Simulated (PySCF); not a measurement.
**Orbital picture of MgB**

LDA at R = 2.389 Å; Mg x2c-SVPall, B x2c-SVPall; spin-free X2C with a Gaussian nucleus (PySCF 2.14). State: ²Π (doublet), unpaired electrons π ↑. Only the outer orbitals are listed, counted within each symmetry.

```tsv
spin	orbital	occ.	ε (eV)	on Mg (%)	main shells (%)
α	1π	1	-47.63	100	100 Mg p
α	1π	1	-47.60	100	100 Mg p
α	4σ	1	-47.58	100	100 Mg p
α	5σ	1	-9.52	21	78 B s, 12 Mg s
α	6σ	1	-5.18	56	56 Mg s, 32 B p, 12 B s
α	2π	1	-3.85	18	82 B p, 15 Mg p
α	2π	0	-3.75	19	81 B p, 16 Mg p
α	7σ	0	-3.25	57	42 B p, 30 Mg s, 27 Mg p
α	3π	0	-1.07	87	86 Mg p, 13 B p
β	1π	1	-47.64	100	100 Mg p
β	1π	1	-47.60	100	100 Mg p
β	4σ	1	-47.60	100	100 Mg p
β	5σ	1	-8.61	27	70 B s, 18 Mg s
β	6σ	1	-4.88	72	67 Mg s, 14 B s, 13 B p
β	2π	0	-3.24	28	72 B p, 26 Mg p
β	7σ	0	-2.90	40	56 B p, 28 Mg p, 12 Mg s
β	2π	0	-2.64	41	59 B p, 39 Mg p
```

Problem. Which are the highest filled and the lowest empty level, where do they sit, and how wide is the gap?

Solution. Highest filled α 2π at -3.85 eV (in %: 82 B p, 15 Mg p); lowest empty α 2π at -3.75 eV (in %: 81 B p, 16 Mg p); the gap at LDA is 0.10 eV. Both belong to one degenerate shell, split only by its one-sided filling, so this is no excitation gap.

| Quantity | Value |
| --- | --- |
| bond order (Mayer) | 1.33 |
| ⟨S²⟩ | 0.818 |
| charge on Mg (Mulliken, basis-dependent) | 0.04 |
| charge on Mg (Löwdin, basis-dependent) | 0.01 |
| dipole moment (positive dipole means Mg(−)B(+)) | -2.41 D |
| polarisability along the bond | 128.6 bohr³ |
| polarisability across the bond | 68.5 bohr³ |

The state is the lowest determinant that a PBE0 search found; another state may lie lower at other levels.
